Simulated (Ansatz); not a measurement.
# Setting up triplet SiH3Cl in Ansatz

SiH3Cl has 5 atoms, charge 0, and is taken as a triplet. SMILES of the parent species: `[SiH3]Cl`. The coordinates come from a PBE0-D4/def2-TZVP relaxation. That shape belongs to the parent species and isn't relaxed for this state.

| atom | x (Å) | y (Å) | z (Å) |
| --- | --- | --- | --- |
| Si | -0.1120 | 0.0186 | -0.0309 |
| Cl | 1.8383 | -0.5135 | 0.3299 |
| H | -0.9509 | -0.4883 | 1.0791 |
| H | -0.5347 | -0.5857 | -1.3149 |
| H | -0.1908 | 1.4954 | -0.1047 |

Settings wanted:

```
basis set              : aug-cc-pVDZ
integral approximation : none
task                   : energy
method                 : DFT
functional             : PBE-QIDH
dispersion             : none
reference              : UKS
relativity             : none
accuracy               : high
frozen core orbitals   : 10
```

Task: Give an Ansatz 0.2.0 job that does this.

Result: This one ran through:

input.yaml:
```yaml
crystal:
  periodic: [false, false, false]
  atoms:
    - symbol: Si
      position_ang: [-0.112000, 0.018600, -0.030900]
    - symbol: Cl
      position_ang: [1.838300, -0.513500, 0.329900]
    - symbol: H
      position_ang: [-0.950900, -0.488300, 1.079100]
    - symbol: H
      position_ang: [-0.534700, -0.585700, -1.314900]
    - symbol: H
      position_ang: [-0.190800, 1.495400, -0.104700]
basis:
  gaussian: {orbitals: aug-cc-pVDZ}
magnetization: {spin_polarized: true, initial_magnetization: 2}
correlation: {frozen_orbitals: {Cl: 5, H: 0, Si: 5}}
output: {orbitals: {seedname: orbitals}}
accuracy: high
hamiltonian: {xc: {name: PBE-QIDH}}
```

```bash
$ ansatz run input.yaml --threads 1 --pin off --max-ram 3480MiB --events-out events.jsonl --progress --plain --runs-dir runs
```

Calculated total energy: -750.79459 Eh.
